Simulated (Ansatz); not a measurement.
Energy needed to pull apart P2H4 (SMILES PP), singlet, into free ground-state atoms, from the structure below (displaced at random from its PBE0-D4/def2-TZVP minimum); no zero-point or spin–orbit terms; open-shell atoms are treated unrestricted, in their ground-state multiplicity.

P1  (0.422, -1.031, -0.102)
P2  (-0.435, 1.023, 0.127)
H3  (-0.473, -1.372, 1.043)
H4  (-0.541, -1.369, -1.236)
H5  (0.547, 1.501, -0.847)
H6  (0.494, 1.425, 1.294)
(Å)

Computed with Ansatz 0.2.0 (basis: def2-TZVPP); correlated methods freeze the cores.

```csv
method,atomization energy (eV)
PBE-D4,15.88
r2SCAN-D4,?
PBE0-D4,15.56
wB97M-V,15.94
HF,?
MP2,14.53
CCSD,14.78
CCSD(T),15.02
```

What does HF give? (To be estimated.)

By the calculation: 10.25 eV, which is about 4.77 eV less than CCSD(T)/def2-TZVPP.

What does r2SCAN-D4 give? (Judge from chemistry; the value comes from the calculation.)

Computed: 15.64 eV, which is about 0.62 eV more than CCSD(T)/def2-TZVPP.

In triple zeta the MP2 and coupled-cluster atomization energies are still short of their basis limit by a few kcal/mol a bond, whereas those of the functionals are nearly converged, so these differences are not deviations from converged CCSD(T).

The T1 diagnostic stays at or below 0.015.

For scale, one of the runs: CCSD(T)/def2-TZVPP forces, 140 basis functions (an equivalent command: `ansatz run in.yaml --threads 2`). The run took 37 s on 2 CPU threads (shared host), with 1.2 GiB of host memory at its peak.
